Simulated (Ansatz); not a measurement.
**One shape, several levels: H3NO (hydroxylamine)**

Wanted: a comparison of 6 runs (BHLYP/STO-3G, UB3LYP/STO-3G, revPBE/STO-3G, wB97M-V/STO-3G, UMP2/STO-3G, CCSDTQ/STO-3G) of H3NO (hydroxylamine). 

The calculation is run with Ansatz 0.2.0.

51 further runs of the same task are left out: 1 that didn't finish, 50 set aside as unsound or not needed.

## Step 1: The molecule

H3NO: 5 atoms, total charge 0, spin state singlet. SMILES: `NO`. The H4–N1 distance was set to 2.549 Å, away from the relaxed value. At this shape a bond of the SMILES string is far longer than usual.

Bond lengths: N1–O2 1.432 Å, N1–H3 1.020 Å, O2–H5 0.966 Å. Angles: N1–O2–H5 105.0°, O2–N1–H3 105.6°.

## Step 2: A single-point energy at BHLYP/STO-3G (run 1)

Contents of in.yaml:

```yaml
crystal:
  periodic: [false, false, false]
  atoms:
    - {symbol: N, position_ang: [1.287717, -0.744624, -0.100376]}
    - {symbol: O, position_ang: [1.838357, 0.296066, 0.714304]}
    - {symbol: H, position_ang: [1.304857, -1.584324, 0.477804]}
    - {symbol: H, position_ang: [-1.156690, -0.114310, -0.454620]}
    - {symbol: H, position_ang: [2.592267, 0.634446, 0.213074]}
basis:
  gaussian: {orbitals: STO-3G}
hamiltonian: {xc: {name: BHLYP}}
accuracy: high
```

On the command line:

```console
ansatz run in.yaml --threads 1 --pin off --max-ram 2610MiB --events-out events.jsonl --progress --plain --runs-dir runs
```

What it wrote:

```text
Warning: RAYON_NUM_THREADS=1 ignored (pool sized by the plan → 1); use --threads N
Functional definition: BHLYP
  name "BHLYP"
  parameter a = 0.5
  exchange = (1 - a)*b88_x + a*exact_x
  correlation = lyp_c
208 factors; integrals over basis functions are off by at most 2.3e-8 eV
mean field evaluation 1: about -3523.3832 eV, gradient 1.9e1 eV
mean field evaluation 2: about -3516.5655 eV, gradient 3.0e1 eV
mean field evaluation 4: about -3525.1479 eV, gradient 1.3e1 eV
mean field evaluation 8: about -3525.9132 eV, gradient 7.2e0 eV
mean field evaluation 16: about -3526.1102 eV, gradient 1.8e-8 eV
mean field -3526.11023130 eV, -129.5821609170 hartree, gradient 1.8e-8 eV, S^2 0.000000; 0 other end points of the search recorded, 0 dependent functions left out
reference -3526.11024914 eV, -129.5821615725 hartree; 9, 9 occupied and 4, 4 virtual orbitals, 208 factors
Total energy: -3526.11024914 eV, -129.5821615725 hartree
```

It took 0.85 s on 1 thread of Arm Neoverse V1, shared host.

## Step 3: The energy at UB3LYP/STO-3G (run 2)

Contents of molecule.yaml:

```yaml
crystal:
  periodic: [false, false, false]
  atoms:
    - {symbol: N, position_ang: [1.287717, -0.744624, -0.100376]}
    - {symbol: O, position_ang: [1.838357, 0.296066, 0.714304]}
    - {symbol: H, position_ang: [1.304857, -1.584324, 0.477804]}
    - {symbol: H, position_ang: [-1.156690, -0.114310, -0.454620]}
    - {symbol: H, position_ang: [2.592267, 0.634446, 0.213074]}
basis:
  gaussian:
    orbitals: STO-3G
magnetization:
  spin_polarized: true
  initial_magnetization: 0
accuracy: high
hamiltonian:
  xc: {name: B3LYP}
```

On the command line:

```console
ansatz run molecule.yaml --threads 1 --pin off --max-ram 2610MiB --events-out events.jsonl --progress --plain --runs-dir runs
```

What it wrote:

```text
Warning: RAYON_NUM_THREADS=1 ignored (pool sized by the plan → 1); use --threads N
Functional definition: B3LYP
  name "B3LYP"
  parameter a0 = 0.2
  parameter ax = 0.72
  parameter ac = 0.81
  exchange = (1 - a0 - ax)*slater_x + ax*b88_x + a0*exact_x
  correlation = (1 - ac)*vwn_rpa_c + ac*lyp_c
208 factors; integrals over basis functions are off by at most 2.3e-8 eV
mean field evaluation 1: about -3524.6959 eV, gradient 1.5e1 eV
mean field evaluation 2: about -3516.1596 eV, gradient 1.9e1 eV
mean field evaluation 4: about -3521.0640 eV, gradient 1.9e1 eV
mean field evaluation 8: about -3525.8512 eV, gradient 1.9e1 eV
mean field evaluation 16: about -3528.8401 eV, gradient 1.9e-8 eV
mean field evaluation 32: about -3530.5276 eV, gradient 2.2e0 eV
mean field -3530.57745263 eV, -129.7463282727 hartree, gradient 1.8e-8 eV, S^2 0.961945; 3 other end points of the search recorded, 0 dependent functions left out
reference -3530.57747879 eV, -129.7463292340 hartree; 9, 9 occupied and 4, 4 virtual orbitals, 208 factors
Total energy: -3530.57747879 eV, -129.7463292340 hartree
```

Run time: 3 s. Hardware: 1 thread of Arm Neoverse V1, shared host; peak memory 0.11 GiB.

Runs 3 to 5 aren't shown in full; the table further down has their settings and results.

## Step 4: A single-point energy at CCSDTQ/STO-3G (run 6)

Contents of run.yaml:

```yaml
basis:
  gaussian:
    orbitals: STO-3G
crystal:
  periodic: [false, false, false]
  atoms:
    - {symbol: N, position_ang: [1.287717, -0.744624, -0.100376]}
    - {symbol: O, position_ang: [1.838357, 0.296066, 0.714304]}
    - {symbol: H, position_ang: [1.304857, -1.584324, 0.477804]}
    - {symbol: H, position_ang: [-1.156690, -0.114310, -0.454620]}
    - {symbol: H, position_ang: [2.592267, 0.634446, 0.213074]}
correlation:
  method: ccsdtq
  frozen_orbitals: {H: 0, "N": 1, O: 1}
accuracy: high
scf:
  omitted_lower_state_checks: [cluster_reference, increment]
```

On the command line:

```console
ansatz run run.yaml --threads 1 --pin off --max-ram 2610MiB --events-out events.jsonl --progress --plain --runs-dir runs
```

What it wrote:

```text
Warning: RAYON_NUM_THREADS=1 ignored (pool sized by the plan → 1); use --threads N
[... 12 lines left out ...]
2 core orbitals not correlated: weight in the atoms' cores, before any rotation towards them, 1.000 or more for the frozen orbitals, at most 0.000 for the correlated occupied ones
[... 41 lines left out ...]
WARN: these amplitudes may be one of several solutions (largest doubles amplitude 0.81, level shift 13.29 eV)
Total energy: -3516.47583381 eV, -129.2281033396 hartree
Checks for a lower state left out: cluster_reference, increment
```

Run time: 3.6 s. Hardware: 1 thread of Arm Neoverse V1, shared host; peak memory 0.1 GiB.

## Step 5: The series

| run | level | frozen core orbitals | energy (Eh) | wall time |
| --- | --- | --- | --- | --- |
| 1 | BHLYP/STO-3G | – | -129.582162 | 0.85 s |
| 2 | UB3LYP/STO-3G | – | -129.746329 | 3 s |
| 3 | revPBE/STO-3G | – | -129.692839 | 0.91 s |
| 4 | wB97M-V/STO-3G | – | -129.650476 | 11 s |
| 5 | UMP2/STO-3G | 2 | -129.195871 | 0.16 s |
| 6 | CCSDTQ/STO-3G | 2 | -129.228103 | 3.6 s |

## Step 6: Outcome

| quantity | value |
| --- | --- |
| run 6: total energy | -129.22810 Eh |
| run 6: correlation energy (2 core orbitals frozen) | -317.2 mEh |
| run 6: T1 diagnostic | 0.025 |

**Reading.** Totals of different functionals can't be ranked against each other. In run 6 the log says that unrestricted orbitals would lower the reference, so the values rest on an unstable closed-shell determinant (other closed-shell runs at this shape may share the fault). In runs 1, 2, 3, 4, 5, 6 the basis is minimal, so the values are rough. In runs 1, 3, 4 a closed-shell determinant meets a far-stretched bond, which it describes badly. Spin contamination of the reference: run 5 ⟨S²⟩ = 1.00, run 2 ⟨S²⟩ = 0.96. Where it is this large, the reference is a mixture of spin states, and values that rest on it are in doubt. All runs together took 20 s, the longest 11 s.
